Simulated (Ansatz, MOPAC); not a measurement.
Barrier height from O + ClH to the transition structure ClHO, without zero-point energy, on the benchmark's geometries as Psi4's copy of the set gives them.
Transition structure (charge 0, multiplicity 3):
```xyz
3

Cl     0.0188    -0.8173     0.0000
H     -0.4705     0.5695     0.0000
O      0.0188     1.6656     0.0000
```

Open shells are unrestricted; no spin–orbit coupling.

Frozen-core correlation. CBS(a, b) extrapolates the correlation energy as X⁻³ and adds the Hartree–Fock energy of set b. The state that AM1, PM3, PM6, PM7 reach isn't checked; PM7 holds dispersion and hydrogen-bond terms.

The values were computed with Ansatz (a quantum-chemistry and plane-wave program) with Gaussian orbitals; MOPAC for AM1, PM3, PM6, PM7 (differences of heats of formation). Each number belongs to the level named beside it.

Other levels give for the barrier height: PBE/def2-TZVPPD -42.2; B3LYP/def2-TZVPPD 5.9; wB97M-V/def2-TZVPPD 31.9; CCSD(T)/CBS(aug-cc-pV(T+d)Z, aug-cc-pV(Q+d)Z) 43.7 kJ/mol.

Task: What do these common cheap choices give for the same quantity: AM1, PM3, PM6, PM7?

Result: AM1 76.2; PM3 23.7; PM6 19.1; PM7 28.8 kJ/mol. They span 19.1 to 76.2 kJ/mol.

The set's own value is 9.8 kcal/mol (Zhao et al., J. Phys. Chem. A 109, 2012 (2005), HTBH38), an estimate for the real system, whose open-shell reactant is lowered by spin–orbit coupling.
